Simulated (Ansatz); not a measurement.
in.yaml

```yaml
crystal:
  periodic: [false, false, false]
  atoms:
    - {symbol: Si, position_ang: [0.373420, 0.000000, 0.420632]}
    - {symbol: B, position_ang: [-0.958441, 0.000000, -0.927601]}
    - {symbol: H, position_ang: [-0.124975, 0.000000, -1.771312]}
basis:
  gaussian: {orbitals: 6-31G}
correlation: {method: fci, electrons: outside_noble_gas}
```

```sh
$ ansatz run in.yaml --threads 1 --pin off --events-out ev --progress --plain --max-ram 2393MiB
```

The program prints:

```
510 factors; integrals over basis functions are off by at most 8.1e-8 eV
mean field evaluation 1: about -8542.0208 eV, gradient 7.9e0 eV
mean field evaluation 2: about -8542.0216 eV, gradient 7.9e0 eV
mean field evaluation 4: about -8542.6126 eV, gradient 2.3e0 eV
mean field evaluation 8: about -8542.7036 eV, gradient 2.3e-1 eV
mean field evaluation 16: about -8542.0716 eV, gradient 5.0e-2 eV
mean field evaluation 32: about -8542.7059 eV, gradient 1.1e-1 eV
mean field -8542.70605105 eV, -313.9386569219 hartree, gradient 9.0e-6 eV, S^2 0.000000; 6 other end points of the search recorded, 0 dependent functions left out; unrestricted orbitals would lower it
mean field evaluation 64: about -8544.1531 eV, gradient 1.3e-3 eV
determinant -8542.70605105 eV, -313.9386569219 hartree, with singles and doubles -8546.50025391 eV, -314.0780913054 hartree
determinant -8542.07161084 eV, -313.9153416745 hartree, with singles and doubles -8545.58912651 eV, -314.0446079910 hartree
unrestricted determinant -8544.15309098 eV, -313.9918346586 hartree, S^2 1.1778
6 core orbitals not correlated: weight in the atoms' cores, before any rotation towards them, 1.000 or more for the frozen orbitals, at most 0.000 for the correlated occupied ones
reference -8542.70605105 eV, -313.9386569219 hartree; 4, 4 occupied and 14, 14 virtual orbitals, 510 factors
state -8546.76687524 eV, -314.0878894586 hartree
Total energy: -8546.76687524 eV, -314.0878894586 hartree
```

Natural occupations: 1.9699 1.9416 1.8399 1.8211 0.1654 0.1296 0.0596 0.0224 0.0180 0.0076 0.0071 0.0059 0.0036 0.0027 0.0021 0.0015 0.0013 0.0008.

Ran on 1 thread of AMD EPYC 9R45, shared host: 14 s wall, 0.55 GiB peak host memory.
